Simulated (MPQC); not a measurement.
# BSiH3 (SMILES B[SiH]): levels of theory compared

Aim: a comparison of 5 runs (UHF/STO-3G, UHF/3-21G, UHF/def2-SVP, UBLYP/pcseg-1, UPBE0/def2-SVP) of BSiH3. 

The results are computed with MPQC 2.3.1.

### 1 The system as given

The species is BSiH3 (5 atoms), meant as a triplet with charge 0. SMILES: `B[SiH]`. Geometry: relaxed at GFN2-xTB.

Bond lengths: B1–Si2 1.878 Å, B1–H3 1.179 Å, B1–H4 1.176 Å, Si2–H5 1.476 Å. Angles: B1–Si2–H5 134.9°, Si2–B1–H3 120.6°, Si2–B1–H4 121.0°, H3–B1–H4 118.4°.

### 2 Energy and gradient at UHF/STO-3G (run 1)

Contents of mol.in:

```
molecule<Molecule>: (
   symmetry = c1
   unit = angstrom
   { atoms geometry } = {
      B  [ -0.206730    -0.708170     0.126670 ]
      Si [ 0.760780     0.829450    -0.350440 ]
      H  [ -1.303690    -0.620750     0.549520 ]
      H  [ 0.263590    -1.779740     0.010050 ]
      H  [ 0.486040     2.279200    -0.335800 ]
   }
)
basis<GaussianBasisSet>: (
   name = "STO-3G"
   molecule = $:molecule
   basisdir = "."
   puream = yes
)
mpqc: (
   checkpoint = no
   savestate = no
   restart = no
   do_energy = yes
   do_gradient = yes
   optimize = no
   mole<UHF>: (
      molecule = $:molecule
      basis = $:basis
      total_charge = 0
      multiplicity = 3
      memory = 1000000000
      print_evals = yes
      print_npa = yes
      maxiter = 120
      value_accuracy = 1e-08
      guess_wavefunction<UHF>: (
         molecule = $:molecule
         total_charge = 0
         multiplicity = 3
         memory = 1000000000
         value_accuracy = 1e-3
         basis<GaussianBasisSet>: (
            name = "STO-3G"
            molecule = $:molecule
         )
      )
   )
)
```

The basis set STO-3G is read from a file made from the Basis Set Exchange's data (not shown).

Launch:

```bash
mpqc -o mol.out mol.in
```

Standard output:

```text
MPQC: Massively Parallel Quantum Chemistry
[...]
  <S^2>      = 2.003686
  total scf energy = -311.5943680449
[...]
Value of the MolecularEnergy: -311.5943680449
  Gradient of the MolecularEnergy:
      1    0.0183735976
      2   -0.0050570165
      3   -0.0067076947
      4   -0.0215261434
      5   -0.0145952622
      6    0.0093358046
      7   -0.0109636504
      8    0.0054862501
      9    0.0038802999
     10    0.0039036459
     11   -0.0116593504
     12   -0.0008496174
[...]
      symmetry = c1
[...]
      nbasis = 17
[...]
    nalpha = 12
    nbeta = 10
[...]
```

Run time: 0.18 s. Hardware: 1 thread of Arm Neoverse V1, shared host.

### 3 Energy and forces at UHF/3-21G (run 2)

Contents of input.in:

```
% BH3Si
molecule<Molecule>: (
  symmetry = c1
  unit = angstrom
  { atoms geometry } = {
    B  [ -0.206730 -0.708170 0.126670 ]
    Si [ 0.760780 0.829450 -0.350440 ]
    H  [ -1.303690 -0.620750 0.549520 ]
    H  [ 0.263590 -1.779740 0.010050 ]
    H  [ 0.486040 2.279200 -0.335800 ]
  }
)
basis<GaussianBasisSet>: (
  name = "3-21G"
  molecule = $:molecule
  basisdir = "."
  puream = yes
)
mpqc: (
  checkpoint = no
  savestate = no
  restart = no
  do_energy = yes
  do_gradient = yes
  optimize = no
  mole<UHF>: (
    molecule = $:molecule
    basis = $:basis
    total_charge = 0
    multiplicity = 3
    memory = 1000000000
    print_evals = yes
    print_npa = yes
    maxiter = 120
    value_accuracy = 1e-08
    guess_wavefunction<UHF>: (
      molecule = $:molecule
      total_charge = 0
      multiplicity = 3
      memory = 1000000000
      value_accuracy = 1e-3
      basis<GaussianBasisSet>: (
        name = "STO-3G"
        molecule = $:molecule
      )
    )
  )
)
```

The basis set 3-21G is read from a file made from the Basis Set Exchange's data (not shown).

Launch:

```bash
mpqc input.in > input.out
```

Standard output:

```text
MPQC: Massively Parallel Quantum Chemistry
[...]
  <S^2>      = 2.007307
  total scf energy = -313.5930783413
[...]
Value of the MolecularEnergy: -313.5930783413
  Gradient of the MolecularEnergy:
      1    0.0219644467
      2    0.0192921544
      3   -0.0097155386
      4   -0.0302124255
      5   -0.0209022541
      6    0.0131382346
      7    0.0052936293
      8    0.0008617109
      9   -0.0021697399
     10   -0.0038655471
     11    0.0037165776
     12    0.0012300174
[...]
      symmetry = c1
[...]
      nbasis = 28
[...]
    nalpha = 12
    nbeta = 10
[...]
```

Wall time 0.58 s (1 thread of Arm Neoverse V1, shared host).

Runs 3 to 4 aren't shown in full; the table further down has their settings and results.

### 4 Energy and gradient at UPBE0/def2-SVP (run 5)

Contents of job.in:

```
% BH3Si
molecule<Molecule>: (
   symmetry = c1
   unit = bohr
   { atoms geometry } = {
      B  [ -0.39066308    -1.33824735     0.23937161 ]
      Si [ 1.43766584     1.56743333    -0.66223562 ]
      H  [ -2.46361705    -1.17304749     1.03844230 ]
      H  [ 0.49811291    -3.36322117     0.01899175 ]
      H  [ 0.91848249     4.30706378    -0.63457003 ]
   }
)
basis<GaussianBasisSet>: (
   name = "def2-SVP"
   molecule = $:molecule
   basisdir = "."
   puream = yes
)
mpqc: (
   checkpoint = no
   savestate = no
   restart = no
   do_energy = yes
   do_gradient = yes
   optimize = no
   mole<UKS>: (
      molecule = $:molecule
      basis = $:basis
      total_charge = 0
      multiplicity = 3
      memory = 1000000000
      print_evals = yes
      print_npa = yes
      maxiter = 120
      value_accuracy = 1e-08
      functional<SumDenFunctional>: (
         a0 = 0.25
         coefs = [ 0.75 1 ]
         funcs: [ <PBEXFunctional>: () <PBECFunctional>: () ]
      )
      integrator<RadialAngularIntegrator>: ( grid = xfine )
      guess_wavefunction<UHF>: (
         molecule = $:molecule
         total_charge = 0
         multiplicity = 3
         memory = 1000000000
         value_accuracy = 1e-3
         basis<GaussianBasisSet>: (
            name = "STO-3G"
            molecule = $:molecule
         )
      )
   )
)
```

The basis set def2-SVP is read from a file made from the Basis Set Exchange's data (not shown).

Launch:

```bash
mpqc -o job.out job.in
```

Standard output:

```text
MPQC: Massively Parallel Quantum Chemistry
[...]
  Integrated electron density error = -0.000065492453
  iter     1 energy = -315.5668585256 delta = 1.72542e-01
  Integrated electron density error = 0.000000382854
  iter     2 energy = -315.7332788917 delta = 2.67334e-02
[...]
  Integrated electron density error = -0.000000011507
  iter    22 energy = -315.7470969972 delta = 5.77110e-08
  Integrated electron density error = -0.000000011507
  iter    23 energy = -315.7470969972 delta = 3.23541e-08
  Integrated electron density error = -0.000000011507
  iter    24 energy = -315.7470969972 delta = 1.65537e-08
[...]
  <S^2>      = 2.003637
  total scf energy = -315.7470969972
[...]
  Integrated electron density error = -0.000000013802
  Total Gradient:
[...]
Value of the MolecularEnergy: -315.7470969972
  Gradient of the MolecularEnergy:
      1    0.0091802889
      2    0.0030178686
      3   -0.0037157354
      4   -0.0226613912
      5   -0.0057842735
      6    0.0092205568
      7    0.0146878520
      8   -0.0020390312
      9   -0.0056432003
     10   -0.0084617507
     11    0.0125417578
     12    0.0024846674
[...]
        symmetry = c1
[...]
        nbasis = 47
[...]
      nalpha = 12
      nbeta = 10
[...]
```

Wall time 35 s (1 thread of Arm Neoverse V1, shared host); peak memory 0.13 GiB.

### 5 The series

| run | level | integration grid | energy (Eh) | ⟨S²⟩ | largest force (eV/Å) | wall time |
| --- | --- | --- | --- | --- | --- | --- |
| 1 | UHF/STO-3G | – | -311.594368 | 2.004 | 1.457 | 0.18 s |
| 2 | UHF/3-21G | – | -313.593078 | 2.007 | 2.006 | 0.58 s |
| 3 | UHF/def2-SVP | – | -315.152101 | 2.009 | 1.989 | 2.8 s |
| 4 | UBLYP/pcseg-1 | xfine | -315.985191 | 2.002 | 1.516 | 44 s |
| 5 | UPBE0/def2-SVP | xfine | -315.747097 | 2.004 | 1.293 | 35 s |

### 6 Summary of results

```
                       quantity          value
            run 5: total energy  -315.74710 Eh
                    run 5: ⟨S²⟩          2.004
run 5: largest force on an atom     1.293 eV/Å
```

What this shows: Totals of different functionals can't be ranked against each other. In run 1 the basis is minimal, so the values are rough. All runs together took 82 s, the longest 44 s.
